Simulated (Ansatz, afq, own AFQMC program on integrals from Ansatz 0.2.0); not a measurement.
AFQMC on a folder of integrals that Ansatz 0.2.0 wrote.

```yaml
crystal:
  periodic: [false, false, false]
  atoms:
    - {symbol: Al, position_ang: [0.000000, 0.000000, 0.000000]}
    - {symbol: Al, position_ang: [0.000000, 0.000000, 1.958000]}
basis:
  gaussian: {orbitals: cc-pVDZ}
magnetization: {spin_polarized: true, initial_magnetization: 2}
correlation: {method: ccsd_t, electrons: outside_noble_gas, hamiltonian_folder: ham}
```

```sh
$ ansatz run in.yaml --threads 1 --pin off --events-out ev --progress --plain --max-ram 15360MiB --backend cuda --devices 0, --max-vram 18GiB
```

afq runs on the folder ham with

```
--method phaseless --trial cisd --walkers 80 --populations 1 --least-time 40 --time-step 0.04 --steps-per-block 10 --equilibration-blocks 25 --max-blocks 150 --target-error 0.00058 --factor-cut 1e-05 --start determinant --seed 3083 --taylor-order 6
```

Times are imaginary, in 1/Eh. The walk had a cap of 60 s.

Log:

```
orbitals 26  electrons 4 2  factors 184 of 364
reference energy -483.69940930 Eh
CCSD correlation -0.10491408 Eh in 15 cycles, weight of the determinant in the CISD state 0.7141
energy of the start -483.804320 Eh
 block  time / (1/Eh)  mean weight  energy / Eh
     1     0.400  0.9944  -483.803699
     2     0.800  0.9858  -483.804294
     3     1.200  0.9981  -483.804817
     4     1.600  0.9983  -483.805100
     5     2.000  0.9966  -483.807081
     8     3.200  1.0047  -483.809822
    13     5.200  0.9974  -483.809666
    22     8.800  1.0021  -483.811176
    31    12.400  1.0058  -483.808415
    40    16.000  0.9974  -483.813991
    49    19.600  1.0099  -483.808818
    58    23.200  1.0102  -483.812746
    67    26.800  1.0017  -483.812914
    76    30.400  0.9995  -483.813514
    85    34.000  0.9957  -483.809516
    94    37.600  1.0074  -483.811775
   103    41.200  1.0029  -483.814726
   112    44.800  1.0063  -483.811849
   121    48.400  0.9965  -483.816711
   124    49.600  0.9947  -483.821275
blocks merged  error / Eh  count
     1  0.000256  100
     2  0.000318  50
     4  0.000381  25
     8  0.000460  12
energy -483.812713 +/- 0.000381 Eh
(rows thinned)
```

The run passed its tests (sampling time, drift between the halves within three errors, error under three times the target), which doesn't prove that it has relaxed. The second half of the sampling lies below the first by 2.9 errors of their difference, so the energy may still be moving and its error bar be too small.

Against this walk (error 10.4 meV) on the same determinant: CCSD(T) 22.1 meV higher, CCSDT(Q) 79.3 meV lower, CCSDTQ 78.1 meV lower, full CI 79.0 meV lower, a separate phaseless walk with a CISD trial and standard settings 40.2 ± 11.1 meV lower. The error is statistical and leaves out the bias of the constraint. The determinant has ⟨S²⟩ = 2.62, so the low cluster orders mix in higher spin, and so can this walk. Full CI is exact here, so the walk's 79 meV above it is the walk's own error: the bias of the constraint with this trial, or a walk that hasn't relaxed. The determinant is a poor start (see the cautions), so the low cluster orders aren't to be relied on, and full CI is the sure value.

Cautions: constraint bias not in the error; lower spins were not checked; strong correlation (T1 0.117, weight of the determinant 0.71, largest double 0.21); (T) is large, 7 % of the CCSD correlation; unrestricted determinant spin contaminated (⟨S²⟩ 2.62 against 2.00); the bias of populations of 80 walkers isn't removed; the time-step error isn't removed.

The walk took 9 s on 1 × NVIDIA H100 80GB HBM3 with 2 threads of AMD EPYC 7R13 Processor (Zen 3), with other jobs on the host (the card was shared). The log's last line is the phaseless energy.

CCSDT and higher add their correlation energy to the determinant of the CCSD(T) run, since their own runs factorise the integrals more tightly (a shift of under 2 meV).
